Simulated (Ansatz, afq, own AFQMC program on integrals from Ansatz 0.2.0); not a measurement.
Atomization energy of CH6BN, singlet, worked out

```yaml
atoms:
  - { symbol: B, position_ang: [-0.8022, 0.7392, -0.8884] }
  - { symbol: N, position_ang: [0.1227, 0.4895, 0.1155] }
  - { symbol: C, position_ang: [0.5619, -0.7941, 0.6036] }
  - { symbol: H, position_ang: [-1.3293, -0.1955, -1.4500] }
  - { symbol: H, position_ang: [-1.0562, 1.8871, -1.1747] }
  - { symbol: H, position_ang: [0.5598, 1.2778, 0.5810] }
  - { symbol: H, position_ang: [0.0443, -1.5899, 0.0511] }
  - { symbol: H, position_ang: [1.6478, -0.9362, 0.4683] }
  - { symbol: H, position_ang: [0.3397, -0.9242, 1.6766] }
```

Basis def2-TZVP. Noble-gas cores (and the filled d shells of Ga–Kr and In–Xe) are frozen. Integrals, coupled cluster, full CI and functionals: Ansatz 0.2.0; the random walks run on the same integrals in our own AFQMC program. ph-AFQMC/CISD is guided by a CISD state made of CCSD amplitudes; releasing the constraint for a short imaginary time cuts its bias at the price of noise, slowly where states lie close. ± is one standard error of the sampling.

Total energies in eV. CBS is CCSD(T) at the limit of def2-TZVPP/QZVPP (extrapolated itself); the highest rung of each member is named.

Cautions: CH₆BN (singlet): the released value is read at 1.50 1/Eh with a noise of 11 meV, more than in the cases checked (meV from the phaseless value at times in 1/Eh: 1 ± 4 at 0.24, -11 ± 6 at 0.51, -10 ± 8 at 0.99, -10 ± 11 at 1.50).

| member | count | CCSD(T)/def2-TZVP | highest rung in def2-TZVP | which | CCSD(T)/CBS |
| --- | --- | --- | --- | --- | --- |
| B (doublet) | +1 | -669.3431 | -669.3549 | FCI | -669.4648 |
| N (quartet) | +1 | -1483.4543 | -1483.4647 | FCI | -1483.8573 |
| C (triplet) | +1 | -1028.0742 | -1028.0883 | FCI | -1028.3149 |
| H (doublet) | +6 | -13.6005 | -13.6005 | FCI | -13.6059 |
| CH₆BN, singlet | -1 | -3295.3956 | -3295.4414 ± 0.0108 | released AFQMC | -3297.3757 |

**Question.** Work out the best estimate of the atomization energy: the CCSD(T)/CBS difference plus the step from CCSD(T) to the highest rung.

**Answer.** Sums with the counts: CCSD(T)/CBS 34.1033 eV, highest rung 32.9305 eV, CCSD(T)/def2-TZVP 32.9210 eV. The step is 32.9305 − 32.9210 = 0.0095 eV, so the best estimate is 34.1033 + (0.0095) = 34.1128 eV = 3291.4 kJ/mol, with sampling noise 0.011 eV. The step is under twice that noise, so its sign is open. The basis set is worth 1.182 eV of it. Zero-point, core-correlation and spin–orbit terms aren't in it.

Best estimates are given only where the step beyond CCSD(T) is under 0.3 eV and no member's determinant is very poor (T1 over 0.05, or 0.07 for open shells, ⟨S²⟩ too high by 0.3, two states mixed), so the hardest cases are missing from such tables.

Each member of a difference takes its own highest rung, so a best estimate needn't equal the limit plus the step of one row. Released energies are given only where the last usable release times agree within the noise; a slower fall can still hide under it.
